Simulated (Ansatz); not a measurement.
`C=C(C)C(O)=S`, charge 0, multiplicity 1.

(1) Give a relaxed structure at PBE0-D4/def2-TZVP (Ansatz 0.2.0). (Best estimate.)

Results:

(1) Computed: 
Cartesian coordinates in Å:
```
C -0.3956 0.4536 -1.4118
C -0.2052 0.0351 -0.1575
C -1.3300 -0.3829 0.7316
C 1.1594 -0.0233 0.3879
O 2.1009 0.3664 -0.4729
S 1.5338 -0.5134 1.9015
H -1.3939 0.5033 -1.8309
H 0.4300 0.7530 -2.0432
H -2.2814 -0.2920 0.2070
H -1.2029 -1.4158 1.0621
H -1.3616 0.2297 1.6350
H 2.9465 0.2864 -0.0088
```
Point group Cs.
This is one stationary point; other conformers may exist.
